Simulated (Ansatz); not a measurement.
A made-up structure of CH4NSi (charge +1), closed shell:

```xyz
7
angstrom
C -0.7568 -0.5755 -0.2572
N -0.0610 0.3191 -0.8453
Si 0.5390 0.1221 0.8323
H -1.5882 -1.1661 -0.6338
H -0.1151 0.6904 -1.7942
H 0.1698 1.2062 1.7486
H -1.3290 -0.9942 0.5307
```

It is relaxed with PBE-D4/def2-SVP and then PBE0-D4/def2-TZVP (Ansatz 0.2.0). Atoms count as bonded within 1.22 times the sum of their covalent radii (H–H: 0.88 Å). The end point is not checked to be a true minimum.

**Question.** Does its bonding change? (A judgement: the text doesn't fix the answer.)

**Answer.** The calculation gives: Yes. Formed: none; broken: C1–Si3.

Where it ends: The first stage lowers the energy by 4.24 eV in 17 steps. It ends as CH₄NSi ([CH2][NH][SiH]), total charge +1:
```xyz
7
angstrom
C -1.1274 -0.5911 -0.3142
N -0.1210 0.1475 -0.5799
Si 0.9916 1.0918 0.6588
H -1.6906 -1.0831 -1.1064
H 0.1053 0.2360 -1.5708
H 0.1251 0.5299 1.7710
H -1.4242 -0.7288 0.7227
```

Labels in which every atom is bracketed show which atoms are joined, not bond orders.

For scale, one of the runs: PBE0-D4/def2-TZVP relaxation, 123 basis functions, launched by `ansatz run in.yaml --threads 2 --pin off --events-out ev --progress --plain --max-ram 4352MiB`. The run took about 14 s on 2 CPU threads of an Arm Neoverse V2 (shared host).
